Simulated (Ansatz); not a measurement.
`C1=NCOC1` → `N#CCCO`  (isomerisation)

Calculated with Ansatz (gas phase, PBE0-D4/def2-TZVP geometries, no zero-point term in ΔE). CCSD(T)/CBS adds triple-zeta CCSD(T) − MP2 to the extrapolated MP2 energy (def2 sets, frozen cores). Functionals use def2-TZVPP. Each species was taken in one conformer, which may not be the lowest.

```tsv
species	BLYP-D4 energy (Eh)
`C1=NCOC1`	-247.29961
`N#CCCO`	-247.31683
```

(1) Work out ΔE.

Largest T1 diagnostic among the species: 0.012.

Answers

(1) ΔE = (-247.31683) − (-247.29961) = -0.01722 Eh = -10.8 kcal/mol. CCSD(T)/CBS gives -11.0 kcal/mol.

From BLYP to BHLYP (50 % exact exchange), in def2-TZVPP and without D4, ΔE moves by +2.9 kcal/mol. The D4 term adds +1.0 kcal/mol with B3LYP and +0.5 kcal/mol with PBE0; it sums over pairs of atoms, weighted by their polarisabilities, and B3LYP, whose exchange is more repulsive, gets the larger term. Leaving LDA and LC-ωPBE aside and taking each functional with its dispersion term where it has one, the values, not all of them listed here, spread over 7.3 kcal/mol, from B2PLYP to HSE06-D4. LDA lies +8.1 kcal/mol from PBE without D4.

B3LYP here is the variant with VWN-RPA as its local correlation; programs differ in this.
